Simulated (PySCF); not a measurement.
Species: cyclopentadienethione, C5H4S.
SMILES with atom numbers: `[S:1]=[C:2]1[CH:3]=[CH:4][CH:5]=[CH:6]1`

NICS is the negative of the GIAO shielding at a point without a nucleus: at the ring centre (0) and 1 Å above and below it (1); zz is the component along the ring normal. Level: GIAO PBE0/pcSseg-1 (PySCF, non-relativistic, gas phase) on the GFN2-xTB geometry, one conformer.

Ring bond lengths (Å), with Mayer bond orders in brackets: C2–C3 1.460 (1.02), C3–C4 1.342 (1.73), C4–C5 1.471 (1.05), C5–C6 1.342 (1.73), C6–C2 1.461 (1.02).

Question: Give the NICS values of each ring in ppm.

Answer: 
```
          ring                                                    type  NICS(0)  NICS(1), two faces  NICS(1)zz, two faces  rms pucker (Å)  centre to ring atoms, mean (Å)
C2–C3–C4–C5–C6  5-membered carbocycle; formal bonds 2 double, 3 single     17.4           5.0 / 5.0           16.0 / 16.0            0.00                            1.20
```

Question: What can be read from them?

Answer: 
- C2–C3–C4–C5–C6: mean NICS(1)zz 16.0 ppm, deshielded. NICS(0) lies 12 ppm above the mean NICS(1).

Question: What does the geometric index give? HOMA = 1 − mean of α(R − Ropt)² over the ring bonds, with Krygowski's 1993 parameters (CC: Ropt 1.388 Å, α 257.7 Å⁻²).

Answer: 
- C2–C3–C4–C5–C6: HOMA -0.12 = 1 − EN − GEO, with mean bond length 1.415 Å, EN = α(Ropt − mean)² = 0.191 and GEO = α × variance = 0.925. The geometric and the magnetic index point the same way.

Question: At the second NICS(1) probe listed for ring C2–C3–C4–C5–C6, 1 Å off the ring, what do the in-plane components average?

Answer: The isotropic value is a third of the trace: (3 × 5.0 − (16.0))/2 = -0.5 ppm.

Question: Give the inner angles of the rings and the Hirshfeld charges of the ring atoms.

Answer: 
- C2–C3–C4–C5–C6: C2 106.7° (+0.027 e), C3 107.7° (-0.070 e), C4 109.0° (-0.029 e), C5 108.9° (-0.029 e), C6 107.7° (-0.070 e); sum 540.0° against 540° for a flat convex ring.

On one thread, x86-64 server, shared host, this took 5.4 s wall. This is the whole shielding run at PBE0/pcSseg-1, SCF included.
